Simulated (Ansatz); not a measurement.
Basis-set series for `CN=C=C=O`. Charge 0, multiplicity 1. All single points use the PBE0-D4/def2-TZVP geometry.

```xyz
8

C    -1.2453    0.5499    0.1369
N    -0.2413   -0.2108   -0.5656
C     0.8786   -0.3479   -0.0218
C     2.0522   -0.9411   -0.2906
O     3.1520   -1.2690   -0.1172
H    -2.1213   -0.0917    0.2692
H    -1.5615    1.3703   -0.5139
H    -0.9134    0.9403    1.1030
```

```csv
functional,basis,functions,energy (Eh),HOMO (eV),LUMO (eV)
PBE0-D4,def2-TZVPP,197,-245.81174,-6.27,-2.96
PBE0-D4,def2-QZVPP,375,-245.82475,-6.30,-3.00
ωB97M-V,def2-TZVPP,197,-246.00685,-8.46,-0.70
ωB97M-V,def2-QZVPP,375,-246.01902,-8.49,-0.74
```

(1) Give the rows for def2-SVP. (An estimate is asked.)

Answers

(1) Ansatz gave: 
```tsv
functional	basis	functions	energy (Eh)	HOMO (eV)	LUMO (eV)
PBE0-D4	def2-SVP	85	-245.53307	-6.12	-2.84
ωB97M-V	def2-SVP	85	-245.71808	-8.28	-0.53
```
